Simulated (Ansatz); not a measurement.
Basis-set extrapolation for C2H2FN, SMILES `N=C=CF` (PBE0-D4/def2-TZVP geometry, frozen core, Ansatz 0.2.0). Multiplicity 1, RHF reference.

|  | def2-TZVPP | def2-QZVPP |
| --- | --- | --- |
| HF | -230.802965 | -230.813090 |
| MP2 correlation | -0.750059 | -0.807939 |
| CCSD(T) correlation | -0.797689 | not run |

Energies in hartree. Use E(X) = E(∞) + A·exp(−7.88·√X) for Hartree–Fock and E(X) = E(∞) + B·X^(−2.97) for correlation, with X = 3 and 4, and add CCSD(T) minus MP2 of the smaller set to the MP2 limit.

Q: What is the CCSD(T) energy at the basis-set limit?

A: HF limit: -230.813090 + (-0.010125) × 0.13774 = -230.81448. MP2 limit: -0.807939 + (-0.057880) × 0.74074 = -0.85081. Higher-order term: -0.797689 − (-0.750059) = -0.04763. Total: -231.71292 hartree, 294.8 kJ/mol below CCSD(T)/def2-TZVPP.
